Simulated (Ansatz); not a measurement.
A nudged elastic band was laid between two geometries of C2H4O2 (8 atoms, charge 0, multiplicity 1).

Level of theory: RKS BHLYP-D4/def2-SVP in Ansatz 0.2.0.

```json
{
 "movable images": "7",
 "climbing image": "yes",
 "spring": "5.0 eV/Å²",
 "optimiser": "quadratic models (default)",
 "start path": "through a guess of the saddle point",
 "force threshold": "0.03 eV/Å",
 "iteration limit": "60",
 "end points": "relaxed"
}
```

First end point:

```xyz
8
Properties=species:S:1:pos:R:3
C 0.013 1.011 -0.111
O 0.065 -0.095 0.769
C 0.016 -1.293 0.217
O -0.067 -1.510 -0.948
H -0.915 1.003 -0.686
H 0.062 1.902 0.512
H 0.853 0.991 -0.807
H 0.065 -2.066 0.999
```

Last end point:

```xyz
8
Properties=species:S:1:pos:R:3
C -0.158 0.982 -0.209
O -0.646 -0.216 0.363
C 0.145 -1.271 0.290
O 1.221 -1.290 -0.213
H -0.928 1.734 -0.050
H 0.773 1.288 0.272
H 0.028 0.852 -1.276
H -0.342 -2.135 0.766
```

What changes between the two ends?

No bond is made or broken. The dihedral H7–C1–O2–C3 goes from -60 to 61°. The two ends are copies of one structure, up to a mirror image or an exchange of like atoms.

Give the energies along the band, and the barrier.

The forces met the threshold. The highest image is number 4 of 0 to 8, 0.9 kcal/mol above the ends, which have the same energy within 2 meV. A vibrational analysis at the climbing image gives one clearly imaginary mode, 116i cm⁻¹: a first-order saddle point.

| image | path coordinate (Å) | energy (kcal/mol) | dihedral H7–C1–O2–C3 (°) |
| --- | --- | --- | --- |
| 0 | 0.00 | 0.0 | -60 |
| 1 | 0.33 | 0.1 | -46 |
| 2 | 0.65 | 0.5 | -31 |
| 3 | 0.98 | 0.7 | -15 |
| 4 | 1.31 | 0.9 | 0 |
| 5 | 1.64 | 0.7 | 15 |
| 6 | 1.96 | 0.5 | 30 |
| 7 | 2.29 | 0.1 | 46 |
| 8 | 2.62 | 0.0 | 61 |

What is the geometry of the highest image?


```xyz
8
Properties=species:S:1:pos:R:3
C -0.100 1.017 -0.138
O -0.312 -0.129 0.665
C 0.115 -1.302 0.230
O 0.679 -1.510 -0.794
H -1.070 1.460 -0.369
H 0.494 1.732 0.434
H 0.419 0.752 -1.057
H -0.133 -2.075 0.972
```

What are the harmonic wavenumbers there?

116i, 332, 347, 818, 1003, 1102, 1223, 1230, 1345, 1464, 1505, 1534, 1536, 1944, 3148, 3159, 3244, 3271 cm⁻¹.

The band took 7 iterations and about 120 core-seconds.

The run took 120 s on 1 thread of Arm Neoverse V1, with other jobs on the host, peak memory 0.14 GiB.
